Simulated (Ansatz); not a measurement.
## Other spins and charges of BO, doublet at one geometry

Geometry (PBE0/def2-TZVP stationary point for this spin):

```xyz
2

B     0.0000    0.0000    0.0000
O     0.0000    0.0000    1.2006
```

Basis 6-31G; Ansatz 0.2.0. Correlated methods freeze the noble-gas cores. Prefix R: restricted or restricted open-shell reference; prefix U: unrestricted. Active spaces: valence = (9e, 8o) chosen from the atoms' valence shells.

Gaps are energies of the second state less the first, at fixed atoms, for a selection of the levels run; each method lands on the state that its own search finds for that charge and spin.

For open shells CISD and CISDTQ are restricted-active-space CI with the open shells as a complete middle space. The determinant of the BO quartet fills πx and πy unequally, so it is a mixture of Σ and Δ, which weighs on every level built on one determinant.

Problem. PBE gives 7.182 eV for quartet less doublet. Estimate what full CI gives in 6-31G.

Solution. Full CI in 6-31G gives 6.615 eV, so against it PBE is off by 0.567 eV, of which a good part can be the reference's own basis and frozen-core error.

By full CI's occupations no single determinant describes the quartet well.

```
     level  gap (eV)  error (meV)
       RHF     5.043        -1572
      UMP2     7.188          573
      CISD     6.610           -5
     RCCSD     6.781          166
     UCCSD     6.781          166
  UCCSD(T)     6.797          182
   RCCSDT*     6.610           -5
RCCSDT(Q)*     6.608           -7
  RCCSDTQ*     6.617            2
    r2SCAN     6.871          256
```

An asterisk marks runs whose energy the program itself flagged as in doubt.

Removing an electron, to the triplet: 13.722 eV at full CI (doublet A1, triplet ion B2, in C2v).

| level | gap (eV) | error (meV) |
| --- | --- | --- |
| UHF | 12.107 | -1615 |
| CISD | 13.429 | -293 |
| UCCSD | 13.615 | -107 |
| BCCD(T) | 13.710 | -12 |
| UCCSDT | 13.710 | -12 |
| CISDTQ | 13.702 | -20 |
| RCCSDT(Q) | 13.721 | -1 |
| UCCSDTQ | 13.722 | 0 |
| MRCISD (valence space) | 13.693 | -29 |
| PBE0 | 13.966 | 244 |

Removing an electron, to the singlet: 12.617 eV at full CI (doublet A1, singlet ion A1, in C2v).

Large singles or doubles amplitudes warn of static correlation in the BO⁺ singlet.

| level | gap (eV) | error (meV) |
| --- | --- | --- |
| RCCSD | 12.759 | 142 |
| RCCSD(T) | 12.639 | 22 |
| RCCSDT | 12.604 | -13 |
| CISDTQ | 12.646 | 29 |
| RCCSDTQ | 12.608 | -9 |
| CASSCF (valence space) | 11.841 | -776 |
| MRCISD+Q (valence space) | 12.659 | 42 |
| B3LYP | 13.137 | 520 |
| B2PLYP | 12.808 | 191 |
| RPA-PBE | 12.314 | -303 |

In so small a basis the reference is far from its limit while semilocal and hybrid functionals are nearer theirs (RPA and double hybrids share much of the reference's basis error), so the functionals' errors here hold much of the reference's basis and frozen-core error, which can add to them or hide them.

Full CI is exact within this basis and frozen core; it isn't the basis-set limit. The frozen core follows each run's orbitals, which can shift R against U totals by a few meV.
